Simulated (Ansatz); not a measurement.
Compare A (`NC1(F)CC1`) with its isomer B (`C=C(F)NC`).

Gas-phase electronic energies from Ansatz, PBE0-D4/def2-TZVP geometries. CBS: MP2 limit from def2 TZ/QZ plus the TZ coupled-cluster correction, frozen cores. DFT in def2-TZVPP. B3LYP here is the variant with VWN-RPA as its local correlation; programs differ in this. Each species was taken in one conformer, which may not be the lowest.

A:

Z-matrix (Å, degrees):
```
C
F 1 1.390
C 1 1.481 2 114.6
N 1 1.396 2 114.8 3 145.7
C 1 1.481 2 114.6 3 -68.7
H 3 1.082 1 117.7 2 146.3
H 3 1.082 1 116.9 2 0.8
H 4 1.012 1 112.0 2 61.8
H 4 1.012 1 112.0 2 -61.8
H 5 1.082 1 117.7 2 -146.3
H 5 1.082 1 116.9 2 -0.8
```

B:

Z-matrix (Å, degrees):
```
C
N 1 1.451
H 1 1.090 2 108.7
H 1 1.089 2 109.6 3 117.7
H 1 1.098 2 113.2 3 -121.1
C 2 1.370 1 119.4 3 -173.3
H 2 1.008 1 114.1 3 51.0
F 6 1.340 2 111.2 1 45.0
C 6 1.329 2 128.8 1 -138.0
H 9 1.080 6 120.4 2 6.9
H 9 1.079 6 120.2 2 -171.1
```

Question: Which isomer does CCSD(T)/CBS put lower? Give the gap. (Estimate.)

Answer: Ansatz gave: A, by 0.2 kcal/mol. So small a gap doesn't settle the order.

Question: Give E(B) − E(A) in kcal/mol with B2PLYP, CCSD(T)/def2-TZVPP, CCSD/def2-TZVPP, HF/def2-TZVPP, PBE-D4, B3LYP, PBE0-D4. (Best estimate.)

Answer: The calculation gave: B2PLYP -1.8, CCSD(T)/def2-TZVPP 0.2, CCSD/def2-TZVPP 0.5, HF/def2-TZVPP -3.0, PBE-D4 -0.2, B3LYP -3.3, PBE0-D4 1.7. The order is the other way round with B2PLYP, HF/def2-TZVPP, PBE-D4, B3LYP.

Largest T1 diagnostic: 0.011.

In def2-TZVPP, CCSD(T) changes the Hartree–Fock value by +3.2 kcal/mol (the triples alone add −0.3 kcal/mol) and MP2 by +5.0 kcal/mol. From PBE to PBE0 (25 % exact exchange), in def2-TZVPP and without D4, E(B) − E(A) moves by +2.0 kcal/mol.
